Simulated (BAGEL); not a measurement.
**SiN2H6 (SMILES NN[SiH3]), step by step**

Wanted: the energy (HF/cc-pVDZ), then the energy (NEVPT2(2,2)/cc-pVDZ), then a single-point energy (CASPT2(2,2)/cc-pVDZ) of SiN2H6. 

The calculation is run with BAGEL 1.2.2.

2 further runs of the same task are left out: 2 set aside as unsound or not needed.

## (1) Starting point

SiN2H6 has 9 atoms, charge 0, and is taken as a singlet. As SMILES, `NN[SiH3]`. The N2–Si3 distance was set to 3.943 Å, away from the relaxed value. At this shape a bond of the SMILES string is far longer than usual.

Bond lengths: N1–N2 1.407 Å, N1–H4 1.014 Å, N1–H5 1.013 Å, N2–H6 1.005 Å, Si3–H7 1.494 Å, Si3–H8 1.491 Å, Si3–H9 1.486 Å. Angles: N1–N2–H6 112.1°, N2–N1–H4 110.8°, N2–N1–H5 110.1°, H4–N1–H5 108.5°, H7–Si3–H8 106.4°, H7–Si3–H9 109.8°, H8–Si3–H9 110.4°.

## (2) The energy at HF/cc-pVDZ (density fitting with svp-jkfit) (run 1)

File job.json:

```json
{ "bagel": [

{
  "title": "molecule",
  "basis": "cc-pvdz.json",
  "df_basis": "svp-jkfit",
  "angstrom": true,
  "geometry": [
    { "atom": "N", "xyz": [      -1.460877,       2.803255,      -1.993246 ] },
    { "atom": "N", "xyz": [      -1.187577,       2.586455,      -0.630446 ] },
    { "atom": "Si", "xyz": [       0.408400,      -0.736600,       0.767500 ] },
    { "atom": "H", "xyz": [      -0.634177,       2.639555,      -2.557646 ] },
    { "atom": "H", "xyz": [      -2.192577,       2.175855,      -2.305746 ] },
    { "atom": "H", "xyz": [      -1.279577,       3.427555,      -0.088346 ] },
    { "atom": "H", "xyz": [       1.729200,      -1.040000,       0.139600 ] },
    { "atom": "H", "xyz": [      -0.469800,      -1.907300,       0.484500 ] },
    { "atom": "H", "xyz": [       0.576500,      -0.557300,       2.233000 ] }
  ]
},

{
  "title": "hf"
},

{
  "title": "print",
  "file": "orbitals.molden",
  "orbitals": true
}

]}
```

The basis set cc-pVDZ is read from a file made from the Basis Set Exchange's data (not shown).

Command:

```sh
$ BAGEL_NUM_THREADS=1 BAGEL job.json > job.out
```

Standard output:

```text
* using 1 threads per process

  ===============================================================
  ===============================================================

  *** Geometry ***

  { "atom" : "N", "xyz" : [     -2.760657,      5.297384,     -3.766689 ] },
  { "atom" : "N", "xyz" : [     -2.244195,      4.887692,     -1.191370 ] },
  { "atom" : "Si", "xyz" : [      0.771764,     -1.391972,      1.450365 ] },
  { "atom" : "H", "xyz" : [     -1.198421,      4.988036,     -4.833250 ] },
  { "atom" : "H", "xyz" : [     -4.143370,      4.111770,     -4.357228 ] },
  { "atom" : "H", "xyz" : [     -2.418050,      6.477140,     -0.166950 ] },
  { "atom" : "H", "xyz" : [      3.267714,     -1.965315,      0.263806 ] },
  { "atom" : "H", "xyz" : [     -0.887793,     -3.604275,      0.915572 ] },
  { "atom" : "H", "xyz" : [      1.089427,     -1.053144,      4.219758 ] },

  Number of auxiliary basis functions:      390

  Since a DF basis is specified, we compute 2- and 3-index integrals:
    o Being stored without compression. Storage requirement is 0.018 GB

  Number of basis functions:       76
  Number of electrons      :       34

    * METHOD: MOLECULE                             0.14

  *** RHF ***

  === Nuclear Repulsion ===
    84.9751764292

      * DIIS with orbital gradients will be used.

  === RHF iteration (cc-pvdz.json) ===
      0       -400.67491960          0.02066489           0.03
      1       -400.25176261          0.03417429           0.03
      2       -400.93808386          0.00829133           0.03
      3       -401.01428530          0.00311862           0.03
      4       -401.01843970          0.00352933           0.03
      5       -401.02251458          0.00253784           0.03
      6       -401.02702114          0.00047594           0.03
      7       -401.02736204          0.00022289           0.03
      8       -401.02740772          0.00014567           0.03
      9       -401.02752258          0.00011665           0.03
     10       -401.02769727          0.00007585           0.03
     11       -401.02775107          0.00007338           0.03
     12       -401.02779996          0.00005680           0.03
     13       -401.02780972          0.00003146           0.03
     14       -401.02781080          0.00000310           0.03
     15       -401.02781086          0.00000125           0.03
     16       -401.02781087          0.00000067           0.03
     17       -401.02781087          0.00000021           0.03
     18       -401.02781087          0.00000014           0.03
     19       -401.02781087          0.00000010           0.03
     20       -401.02781087          0.00000005           0.03
     21       -401.02781087          0.00000001           0.03
     22       -401.02781087          0.00000001           0.03
    * SCF iteration converged.

    * Permanent dipole moment:
           (   -0.364986,     0.644731,     0.101791) a.u.

    * METHOD: HF                                   0.78

    * METHOD: PRINT                                0.01

  ===============================================================
```

It took 1.1 s on 1 thread of Arm Neoverse V1, shared host; peak memory 0.15 GiB.

## (3) A single-point energy at NEVPT2(2,2)/cc-pVDZ (density fitting with svp-jkfit) (run 2)

File calc.json:

```json
{ "bagel": [

{
  "title": "molecule",
  "basis": "cc-pvdz.json",
  "df_basis": "svp-jkfit",
  "angstrom": true,
  "geometry": [
    { "atom": "N", "xyz": [   -1.460877,    2.803255,   -1.993246 ] },
    { "atom": "N", "xyz": [   -1.187577,    2.586455,   -0.630446 ] },
    { "atom": "Si", "xyz": [    0.408400,   -0.736600,    0.767500 ] },
    { "atom": "H", "xyz": [   -0.634177,    2.639555,   -2.557646 ] },
    { "atom": "H", "xyz": [   -2.192577,    2.175855,   -2.305746 ] },
    { "atom": "H", "xyz": [   -1.279577,    3.427555,   -0.088346 ] },
    { "atom": "H", "xyz": [    1.729200,   -1.040000,    0.139600 ] },
    { "atom": "H", "xyz": [   -0.469800,   -1.907300,    0.484500 ] },
    { "atom": "H", "xyz": [    0.576500,   -0.557300,    2.233000 ] }
  ]
},
{ "title": "hf", "charge": 0 },
{ "title": "casscf", "nstate": 1, "nact": 2, "nclosed": 16, "charge": 0, "active": [17, 18], "maxiter": 200, "natocc": true },
{
  "title": "nevpt2",
  "nstate": 1,
  "nact": 2,
  "nclosed": 16,
  "charge": 0,
  "active": [17, 18],
  "maxiter": 200,
  "natocc": true,
  "ncore": 7
},
{ "title": "print", "file": "orbitals.molden", "orbitals": true }

]}
```

The basis set cc-pVDZ is read from a file made from the Basis Set Exchange's data (not shown).

Command:

```sh
$ BAGEL_NUM_THREADS=1 BAGEL calc.json > calc.out
```

Standard output:

```text
* using 1 threads per process

  ===============================================================
  ===============================================================

  *** Geometry ***

  { "atom" : "N", "xyz" : [     -2.760657,      5.297384,     -3.766689 ] },
  { "atom" : "N", "xyz" : [     -2.244195,      4.887692,     -1.191370 ] },
  { "atom" : "Si", "xyz" : [      0.771764,     -1.391972,      1.450365 ] },
  { "atom" : "H", "xyz" : [     -1.198421,      4.988036,     -4.833250 ] },
  { "atom" : "H", "xyz" : [     -4.143370,      4.111770,     -4.357228 ] },
  { "atom" : "H", "xyz" : [     -2.418050,      6.477140,     -0.166950 ] },
  { "atom" : "H", "xyz" : [      3.267714,     -1.965315,      0.263806 ] },
  { "atom" : "H", "xyz" : [     -0.887793,     -3.604275,      0.915572 ] },
  { "atom" : "H", "xyz" : [      1.089427,     -1.053144,      4.219758 ] },

  Number of auxiliary basis functions:      390

  Since a DF basis is specified, we compute 2- and 3-index integrals:
    o Being stored without compression. Storage requirement is 0.018 GB

  Number of basis functions:       76
  Number of electrons      :       34

    * METHOD: MOLECULE                             0.14

  *** RHF ***

  === Nuclear Repulsion ===
    84.9751764292

      * DIIS with orbital gradients will be used.

  === RHF iteration (cc-pvdz.json) ===
      0       -400.67491960          0.02066489           0.03
      1       -400.25176261          0.03417429           0.03
      2       -400.93808386          0.00829133           0.03
      3       -401.01428530          0.00311862           0.03
      4       -401.01843970          0.00352933           0.03
      5       -401.02251458          0.00253784           0.03
      6       -401.02702114          0.00047594           0.03
      7       -401.02736204          0.00022289           0.03
      8       -401.02740772          0.00014567           0.03
      9       -401.02752258          0.00011665           0.03
     10       -401.02769727          0.00007585           0.03
     11       -401.02775107          0.00007338           0.03
     12       -401.02779996          0.00005680           0.03
     13       -401.02780972          0.00003146           0.03
     14       -401.02781080          0.00000310           0.03
     15       -401.02781086          0.00000125           0.03
     16       -401.02781087          0.00000067           0.03
     17       -401.02781087          0.00000021           0.03
     18       -401.02781087          0.00000014           0.03
     19       -401.02781087          0.00000010           0.03
     20       -401.02781087          0.00000005           0.03
     21       -401.02781087          0.00000001           0.03
     22       -401.02781087          0.00000001           0.03
    * SCF iteration converged.

    * Permanent dipole moment:
           (   -0.364986,     0.644731,     0.101791) a.u.

    * METHOD: HF                                   0.77

  ---------------------------
      CASSCF calculation
  ---------------------------

    ==== Active orbitals : =====
         Orbital 17
         Orbital 18
    ============================

    * nstate   :      1
    * nclosed  :     16
    * nact     :      2
    * nvirt    :     58
  === CASSCF iteration (cc-pvdz.json) ===

    * Using the second-order algorithm

      0  0      -401.13969533     7.03e-03      0.01

      1  0      -401.15882206     1.26e-02      0.19

      2  0      -401.18004106     1.02e-03      0.19

      3  0      -401.18040263     5.86e-05      0.18

      4  0      -401.18040303     7.33e-07      0.19

      5  0      -401.18040303     7.91e-08      0.17

      6  0      -401.18040303     1.25e-08      0.16

      7  0      -401.18040303     2.79e-09      0.14

    * Second-order optimization converged. *

     guess   0:   closed 1.                   open ..

  === FCI iteration ===

      0  0      -400.99618316     9.67e-02      0.00
      1  0      -401.17866973     1.28e-02      0.00
      2  0 *    -401.18040303     7.76e-16      0.00

     * ci vector, state   0, <S^2> = 0.0000
       2.     0.7224237234
       .2    -0.6914506229

    * METHOD: CASSCF                               1.31

    * freezing 7 orbitals

  === DF-NEVPT2 calculation ===

    * 3-index integral transformation done
    * assembly done

      NEVPT2 correlation energy:   -0.4076233648      0.12

          (+0)     -0.3312914780
          (+0)'    -0.0118651728
          (+1)     -0.0144915740
          (+1)'    -0.0000000000
          (+2)     -0.0000086036
          (-1)     -0.0499009571
          (-1)'     0.0000000000
          (-2)     -0.0000655793

      NEVPT2 total energy:       -401.5880263909

    * METHOD: NEVPT2                               0.18

    * METHOD: PRINT                                0.01

  ===============================================================
```

It took 2.5 s on 1 thread of Arm Neoverse V1, shared host; peak memory 0.15 GiB.

## (4) A single-point energy at CASPT2(2,2)/cc-pVDZ (density fitting with svp-jkfit) (run 3)

File input.json:

```json
{ "bagel": [

{
  "title": "molecule",
  "basis": "cc-pvdz.json",
  "df_basis": "svp-jkfit",
  "angstrom": true,
  "geometry": [
    { "atom": "N", "xyz": [      -1.460877,       2.803255,      -1.993246 ] },
    { "atom": "N", "xyz": [      -1.187577,       2.586455,      -0.630446 ] },
    { "atom": "Si", "xyz": [       0.408400,      -0.736600,       0.767500 ] },
    { "atom": "H", "xyz": [      -0.634177,       2.639555,      -2.557646 ] },
    { "atom": "H", "xyz": [      -2.192577,       2.175855,      -2.305746 ] },
    { "atom": "H", "xyz": [      -1.279577,       3.427555,      -0.088346 ] },
    { "atom": "H", "xyz": [       1.729200,      -1.040000,       0.139600 ] },
    { "atom": "H", "xyz": [      -0.469800,      -1.907300,       0.484500 ] },
    { "atom": "H", "xyz": [       0.576500,      -0.557300,       2.233000 ] }
  ]
},

{ "title": "hf" },

{ "title": "casscf", "nstate": 1, "nact": 2, "nclosed": 16, "active": [17, 18], "maxiter": 200, "natocc": true },

{ "title": "print", "file": "orbitals.molden", "orbitals": true },

{ "title": "smith", "method": "caspt2", "ms": true, "xms": true, "sssr": true, "shift": 0.2, "shift_imag": true, "ncore": 7 }

]}
```

The basis set cc-pVDZ is read from a file made from the Basis Set Exchange's data (not shown).

Command:

```sh
$ BAGEL_NUM_THREADS=1 BAGEL input.json > input.out
```

Standard output:

```text
* using 1 threads per process

  ===============================================================
  ===============================================================

  *** Geometry ***

  { "atom" : "N", "xyz" : [     -2.760657,      5.297384,     -3.766689 ] },
  { "atom" : "N", "xyz" : [     -2.244195,      4.887692,     -1.191370 ] },
  { "atom" : "Si", "xyz" : [      0.771764,     -1.391972,      1.450365 ] },
  { "atom" : "H", "xyz" : [     -1.198421,      4.988036,     -4.833250 ] },
  { "atom" : "H", "xyz" : [     -4.143370,      4.111770,     -4.357228 ] },
  { "atom" : "H", "xyz" : [     -2.418050,      6.477140,     -0.166950 ] },
  { "atom" : "H", "xyz" : [      3.267714,     -1.965315,      0.263806 ] },
  { "atom" : "H", "xyz" : [     -0.887793,     -3.604275,      0.915572 ] },
  { "atom" : "H", "xyz" : [      1.089427,     -1.053144,      4.219758 ] },

  Number of auxiliary basis functions:      390

  Since a DF basis is specified, we compute 2- and 3-index integrals:
    o Being stored without compression. Storage requirement is 0.018 GB

  Number of basis functions:       76
  Number of electrons      :       34

    * METHOD: MOLECULE                             0.14

  *** RHF ***

  === Nuclear Repulsion ===
    84.9751764292

      * DIIS with orbital gradients will be used.

  === RHF iteration (cc-pvdz.json) ===
      0       -400.67491960          0.02066489           0.03
      1       -400.25176261          0.03417429           0.03
      2       -400.93808386          0.00829133           0.03
      3       -401.01428530          0.00311862           0.03
      4       -401.01843970          0.00352933           0.03
      5       -401.02251458          0.00253784           0.03
      6       -401.02702114          0.00047594           0.03
      7       -401.02736204          0.00022289           0.03
      8       -401.02740772          0.00014567           0.03
      9       -401.02752258          0.00011665           0.03
     10       -401.02769727          0.00007585           0.03
     11       -401.02775107          0.00007338           0.03
     12       -401.02779996          0.00005680           0.03
     13       -401.02780972          0.00003146           0.03
     14       -401.02781080          0.00000310           0.03
     15       -401.02781086          0.00000125           0.03
     16       -401.02781087          0.00000067           0.03
     17       -401.02781087          0.00000021           0.03
     18       -401.02781087          0.00000014           0.03
     19       -401.02781087          0.00000010           0.03
     20       -401.02781087          0.00000005           0.03
     21       -401.02781087          0.00000001           0.03
     22       -401.02781087          0.00000001           0.03
    * SCF iteration converged.

    * Permanent dipole moment:
           (   -0.364986,     0.644731,     0.101791) a.u.

    * METHOD: HF                                   0.79

  ---------------------------
      CASSCF calculation
  ---------------------------

    ==== Active orbitals : =====
         Orbital 17
         Orbital 18
    ============================

    * nstate   :      1
    * nclosed  :     16
    * nact     :      2
    * nvirt    :     58
  === CASSCF iteration (cc-pvdz.json) ===

    * Using the second-order algorithm

      0  0      -401.13969533     7.03e-03      0.01

      1  0      -401.15882206     1.26e-02      0.19

      2  0      -401.18004106     1.02e-03      0.19

      3  0      -401.18040263     5.86e-05      0.18

      4  0      -401.18040303     7.33e-07      0.19

      5  0      -401.18040303     7.91e-08      0.17

      6  0      -401.18040303     1.25e-08      0.16

      7  0      -401.18040303     2.79e-09      0.14

    * Second-order optimization converged. *

     guess   0:   closed 1.                   open ..

  === FCI iteration ===

      0  0      -400.99618316     9.67e-02      0.00
      1  0      -401.17866973     1.28e-02      0.00
      2  0 *    -401.18040303     7.76e-16      0.00

     * ci vector, state   0, <S^2> = 0.0000
       2.     0.7224237234
       .2    -0.6914506229

    * METHOD: CASSCF                               1.31

    * METHOD: PRINT                                0.01

  === SMITH program ===

    * freezing 7 orbitals

    * Approximate memory requirement for SMITH calulation per MPI process:
      o Storage requirement for T-amplitude, lambda, and residual is 0.01 GB
      o Storage requirement for MO integrals is 0.00 GB
    * Calculating and saving rdm4f

    * Zeroth order energy : state  0       -0.2790210365

    * CASPT2 iteration is performed using orthogonal basis

      -------------------------------------------  CASPT2 iteration  ---------------------------------------------------
       #      aibj      arbs      arbi      airj      risj      airs      arst      rist         Etot      error   time
      ------------------------------------------------------------------------------------------------------------------

       0  -0.32986  -0.00009  -0.05506  -0.01624  -0.00001  -0.01161   0.00000   0.00000   -0.4128621  0.0005430   0.05
       1  -0.32987  -0.00009  -0.05510  -0.01624  -0.00001  -0.01167  -0.00000  -0.00000   -0.4129876  0.0000527   0.04
       2  -0.32987  -0.00009  -0.05510  -0.01624  -0.00001  -0.01167  -0.00000  -0.00000   -0.4129890  0.0000059   0.04
       3  -0.32987  -0.00009  -0.05510  -0.01624  -0.00001  -0.01167  -0.00000  -0.00000   -0.4129890  0.0000006   0.04

      ------------------------------------------------------------------------------------------------------------------

    * CASPT2 energy : state  0     -401.5956991108
        w/o shift correction       -401.5933919979
        reference weight              0.8763623820

    * METHOD: SMITH                                0.30

  ===============================================================
```

Wall time 2.7 s (1 thread of Arm Neoverse V1, shared host); peak memory 0.15 GiB.

## (5) Summary of results

| quantity | value |
| --- | --- |
| run 1, HF/cc-pVDZ: total energy | -401.02781 Eh |
| run 1, HF/cc-pVDZ: dipole moment | 1.90 D |
| run 1, HF/cc-pVDZ: HOMO energy | -6.44 eV |
| run 1, HF/cc-pVDZ: LUMO energy | -1.53 eV |
| run 1, HF/cc-pVDZ: HOMO–LUMO gap | 4.91 eV |
| run 2, NEVPT2(2,2)/cc-pVDZ: total energy | -401.58803 Eh |
| run 3, CASPT2(2,2)/cc-pVDZ: total energy | -401.59570 Eh |

What this shows: One bond (run 1, HF/cc-pVDZ) is far stretched, which a spin-restricted single reference describes badly; a broken-symmetry solution may lie lower.
